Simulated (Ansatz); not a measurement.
Candidates: SiO₂ (P4₁2₁2, No. 92), rutile SnO₂, α-quartz (SiO2), B₂O₃ (P3₁21, No. 152), SrMoO₄ (I4₁/a, No. 88), corundum (α-Al2O3). Level: r²SCAN in Ansatz (PAW).

Ansatz's runs of these crystals have no spin polarisation.

Spin–orbit coupling is left out, also for the solids with elements from indium on (rutile SnO2); its size isn't shown.

Ansatz's density-functional and Hartree–Fock values are scalar-relativistic unless marked +SOC, with PAW data made under PBE.

### Question
Which of them have a computed c axis length between 6.2 and 10 Å?

### Answer
SiO₂ (P4₁2₁2, No. 92), B₂O₃ (P3₁21, No. 152). The values: SiO₂ (P4₁2₁2, No. 92) 6.921 Å; rutile SnO₂ 3.201 Å; α-quartz (SiO2) 5.416 Å; B₂O₃ (P3₁21, No. 152) 8.393 Å; SrMoO₄ (I4₁/a, No. 88) 11.991 Å; corundum (α-Al2O3) 12.995 Å.

Ansatz is a program for electronic structure.
